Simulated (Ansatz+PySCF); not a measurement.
Two shapes of singlet C₆H₆.

Shape 1:

```xyz
12

C     1.3949    0.0000    0.0000
C     0.6975    1.2081    0.0000
C    -0.6975    1.2081    0.0000
C    -1.3949    0.0000    0.0000
C    -0.6975   -1.2081    0.0000
C     0.6975   -1.2081    0.0000
H     2.4880    0.0000    0.0000
H     1.2440    2.1546    0.0000
H    -1.2440    2.1546    0.0000
H    -2.4880    0.0000    0.0000
H    -1.2440   -2.1546    0.0000
H     1.2440   -2.1546    0.0000
```

Shape 2:

```xyz
12

C     1.3566    0.0132   -0.0293
C     0.7336    1.2373   -0.0184
C    -0.7330    1.1837   -0.0253
C    -1.3997   -0.0477   -0.0141
C    -0.7171   -1.2376   -0.0352
C     0.7418   -1.1853   -0.0042
H     2.4791    0.0123   -0.0476
H     1.2939    2.1553    0.0015
H    -1.2833    2.1480    0.0302
H    -2.4381   -0.0013    0.0031
H    -1.2206   -2.1799    0.0363
H     1.2124   -2.1906    0.0144
```

Basis set: def2-SVP (spherical functions). Frozen core: 6 orbitals. Charge 0, multiplicity 1.

Computed with Ansatz (development build ahead of 0.2.0); each method stands on the lowest determinant of its kind that the runs found.

(1) Which shape is lower in energy, and by how much in each method?

Answers

(1)

```tsv
method	E(2) − E(1) (eV)
UHF	0.491
UHF-MP2	0.627
PBE0 (restricted)	0.491
ωB97X (restricted)	0.502
ωB97X (unrestricted)	0.502
```

Shape 1 is lower. Caution for UHF, UHF-MP2: the unrestricted determinant is spin contaminated; the determinant breaks the point group. Caution for UHF-MP2: another reference gives a lower total; a plain start can end on a higher determinant.
